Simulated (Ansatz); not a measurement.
Input file:

```yaml
crystal:
  periodic: [false, false, false]
  atoms:
    - {symbol: Ge, position_ang: [-0.005027, 0.017920, 0.251738]}
    - {symbol: C, position_ang: [-0.005027, -0.083976, -1.495749]}
    - {symbol: H, position_ang: [-0.005027, 1.344974, 1.010498]}
    - {symbol: H, position_ang: [-0.005027, -1.244338, 1.101831]}
    - {symbol: H, position_ang: [0.432277, -0.391422, -2.431074]}
basis:
  gaussian: {orbitals: "6-31G*"}
magnetization: {spin_polarized: false, initial_magnetization: 1}
correlation: {method: mp2, electrons: valence}
output: {forces: true}
```

```sh
$ ansatz run in.yaml --threads 1 --pin off --events-out ev --progress --plain --max-ram 2393MiB
```

Output:

```
548 factors; integrals over basis functions are off by at most 6.6e-4 eV
mean field evaluation 1: about -57537.7737 eV, gradient 1.9e1 eV
mean field evaluation 2: about -57537.7873 eV, gradient 1.9e1 eV
mean field evaluation 4: about -57539.4024 eV, gradient 2.9e0 eV
mean field evaluation 8: about -57539.4479 eV, gradient 3.6e-1 eV
mean field evaluation 16: about -57539.4502 eV, gradient 2.1e-6 eV
mean field -57539.45016483 eV, -2114.5357919174 hartree, gradient 2.1e-6 eV, S^2 0.750000; 3 other end points of the search recorded, 0 dependent functions left out
mean field evaluation 32: about -57539.6242 eV, gradient 1.3e0 eV
unrestricted determinant -57540.08165430 eV, -2114.5589987273 hartree, S^2 1.3501
10 core orbitals not correlated: weight in the atoms' cores, before any rotation towards them, 1.000 or more for the frozen orbitals, at most 0.000 for the correlated occupied ones
reference -57539.45016483 eV, -2114.5357919174 hartree; 11, 10 occupied and 35, 36 virtual orbitals, 548 factors
second order -9.95871154 eV of doubles, -0.06684961 eV of singles
the calculation of the forces begins
Total energy: -57549.47572598 eV, -2114.9042244942 hartree
Atom 0 at    -0.005027     0.017920     0.251738 Å, force     0.377599    -0.023989     0.097409 eV/Å
Atom 1 at    -0.005027    -0.083976    -1.495749 Å, force     0.417181     0.256013    -0.111483 eV/Å
Atom 2 at    -0.005027     1.344974     1.010498 Å, force    -0.267421     0.021353    -0.044606 eV/Å
Atom 3 at    -0.005027    -1.244338     1.101831 Å, force    -0.153988    -0.138626     0.198507 eV/Å
Atom 4 at     0.432277    -0.391422    -2.431074 Å, force    -0.373371    -0.114752    -0.139826 eV/Å
Dipole moment:     0.089395    -0.026991     0.135598 e Å
```

Forces (eV/Å):
```
Ge   0.378 -0.024  0.097
C    0.417  0.256 -0.111
H   -0.267  0.021 -0.045
H   -0.154 -0.139  0.199
H   -0.373 -0.115 -0.140
```

Ran on 1 thread of Arm Neoverse V1, shared host: 2.2 s wall, 0.2 GiB peak host memory.
